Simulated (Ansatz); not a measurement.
[Br···H···CH₃], doublet: reading a ladder of total energies

Geometry: a point of a hydrogen-transfer path between rigid fragments, not a stationary point.

```xyz
6

Br   -0.5117    0.0000    0.0000
H     1.0023    0.0000    0.0000
C     2.6523    0.0000    0.0000
H     2.6523   -1.0800    0.0000
H     2.6523    0.5400    0.9353
H     2.6523    0.5400   -0.9353
```

Basis cc-pVDZ; Ansatz 0.2.0. Correlated methods freeze the noble-gas cores and the filled d shells of p-block atoms, which leaves 15 electrons in 46 orbitals. Prefix R: restricted or restricted open-shell reference; prefix U: unrestricted. No spin–orbit coupling is included, and no scalar relativity.

Full CI isn't at hand for all of this; UCCSDT(Q) serves as the reference, and is uncertain by about the last step of the cluster series.

Runs differ by some tens of microhartree through their thresholds and, for an open shell, their frozen cores, so steps under 0.03 kcal/mol mean nothing.

```tsv
level	total energy (hartree)
UHF	-2612.521393
UMP2	-2612.783517
UCCSD	-2612.820105
UCCSD(T)	-2612.825968
UCCSDT	-2612.826715
UCCSDT(Q)	-2612.827148
```

Question: What is the correlation energy at UCCSDT(Q), and what share of it do UMP2 and UCCSD(T) recover?

Answer: E(corr) = -2612.827148 − (-2612.521393) = -0.305755 hartree = -8.320 eV. UMP2: -0.262124 / -0.305755 = 85.73 %. UCCSD(T): -0.304575 / -0.305755 = 99.61 %.

Question: By how many kcal/mol does UCCSD(T) miss UCCSDT(Q) (1 hartree = 627.509 kcal/mol), and which steps make up the rest?

Answer: -2612.825968 − (-2612.827148) = 0.001180 hartree = 0.74 kcal/mol. Steps: UCCSDT − UCCSD(T) = -0.47, UCCSDT(Q) − UCCSDT = -0.27 kcal/mol. That is within 1 kcal/mol of the reference in this basis, which itself misses far more of the correlation at the basis-set limit.
